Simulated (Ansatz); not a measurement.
Ansatz (an electronic-structure program) input (MP2/aug-cc-pV(T+d)Z): A basis named .json is the Basis Set Exchange file of that set (core-valence sets with the plain set on hydrogen).

Ansatz 0.2 input:
```yaml
crystal:
  periodic: [false, false, false]
  atoms:
    - {symbol: Cl, position_ang: [-0.00000000, -0.00000000, -0.07122178]}
    - {symbol: H, position_ang: [0.00000000, 0.00000000, 1.21077034]}
basis:
  gaussian:
    orbitals: aug-cc-pV_T+d_Z.json
    fitting: {mean_field: def2-universal-jkfit, correlation: cc-pVTZ-RIFIT.json}
magnetization: {spin_polarized: false}
correlation: {method: mp2, electrons: outside_noble_gas}
```

Output:

```
Functional definition: HF
integrals: 0.01 GiB planned
146 factors; integrals over basis functions are off by at most 1.4e0 eV
152 factors; integrals over basis functions are off by at most 7.9e-1 eV
mean field: 0.09 GiB planned
mean field evaluation 1: about -12519.7901 eV, gradient 1.0e1 eV
mean field evaluation 2: about -12520.1398 eV, gradient 4.2e0 eV
mean field evaluation 4: about -12520.1894 eV, gradient 3.5e-1 eV
mean field evaluation 8: about -12520.1904 eV, gradient 2.7e-6 eV
mean field -12520.19036529 eV, -460.1085094347 hartree, gradient 2.7e-6 eV, S^2 0.000000; 0 other end points of the search recorded, 0 dependent functions left out
5 core orbitals not correlated
reference -12520.19036529 eV, -460.1085094347 hartree; 4, 4 occupied and 69, 69 virtual orbitals, 152 factors
second order -5.66364312 eV of doubles, -0.00000000 eV of singles
Total energy: -12525.85400841 eV, -460.3166444803 hartree
```
